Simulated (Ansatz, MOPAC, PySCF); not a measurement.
Complex: CH4 (SMILES C) (first 5 atoms) with HF (SMILES F); geometry from A24 set.
(charge 0, multiplicity 1):
```xyz
7

C      0.000     0.000     1.771
H      0.516    -0.894     1.420
H      0.000     0.000     2.858
H      0.516     0.894     1.420
H     -1.032     0.000     1.420
H      0.000     0.000    -0.549
F      0.000     0.000    -1.468
```

Interaction energies are E(AB) − E(A) − E(B) at the monomers' geometry in the complex; basis-set methods are counterpoise corrected.

Rows in 6-31G* carry no dispersion term and start afresh at each structure (6-31G* with six Cartesian d functions). The state that AM1 reach isn't checked.

Run with Ansatz (an electronic-structure program); MOPAC for AM1 (differences of heats of formation); PySCF for 6-31G* rows, the dispersion terms. 

**Question.** One of these levels gives -2.5 kJ/mol for the interaction energy. Which?
(A) SVWN5/def2-TZVPPD
(B) HF/6-31G*
(C) AM1
(D) r2SCAN-D3(BJ)/def2-TZVPPD

**Answer.** C, AM1. The others give 0.5 (HF/6-31G*), -15.1 (SVWN5/def2-TZVPPD), -8.8 (r2SCAN-D3(BJ)/def2-TZVPPD)
